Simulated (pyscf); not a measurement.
Single points on ωB97X-D3(BJ)/def2-SVP structures (PySCF, gas phase).

Q: What is the homolytic dissociation enthalpy (298 K, ωB97M-D3(BJ)/def2-TZVP) of the C–Se bond of H₃C–C(CH₃)(CH₃)–SeH, to H₃C–C•(CH₃)–CH₃ + SeH•?

A: C–Se to H₃C–C•(CH₃)–CH₃ + SeH•: 253.4 kJ/mol. The 7 functionals that were run give +236.4 (r²SCAN) to +269.7 kJ/mol (ωB97X-D3(BJ)). Other isomers of H₃C–C•(CH₃)–CH₃ were not searched in full and may lie lower. Left out: the spin-orbit lowering of SeH, which is large for Br, Se, Te and I. Elements up to Kr have no core potential and no relativistic terms here.
